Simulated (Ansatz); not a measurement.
Compare A (`C=C(C)C(N)=O`) with its isomer B (`C#CCNCO`).

Calculated with Ansatz (gas phase, PBE0-D4/def2-TZVP geometries, no zero-point term in ΔE). CBS: MP2 limit from def2 TZ/QZ plus the TZ coupled-cluster correction, frozen cores. DFT in def2-TZVPP. B3LYP here is the variant with VWN-RPA as its local correlation; programs differ in this. One conformer a species, not always the lowest.

(1) Which isomer does CCSD(T)/CBS put lower? Give the gap. (Best estimate.)

(2) Give E(B) − E(A) in kcal/mol with B3LYP, r2SCAN-D4, ωB97M-V, CCSD/def2-TZVPP, B2PLYP, MP2/def2-TZVPP, HF/def2-TZVPP. (Estimate.)

Largest T1 diagnostic: 0.014.

## Answers

(1) Ansatz gave: A, by 52.4 kcal/mol.

(2) The calculation gave: B3LYP 56.2, r2SCAN-D4 59.7, ωB97M-V 55.0, CCSD/def2-TZVPP 52.2, B2PLYP 54.9, MP2/def2-TZVPP 52.5, HF/def2-TZVPP 53.9. None reverses the order clearly.

From PBE to PBE0 (25 % exact exchange), in def2-TZVPP and without D4, E(B) − E(A) moves by −0.8 kcal/mol. The D4 term adds +1.0 kcal/mol with B3LYP and +0.5 kcal/mol with PBE0; it sums over pairs of atoms, weighted by their polarisabilities, and B3LYP, whose exchange is more repulsive, gets the larger term.
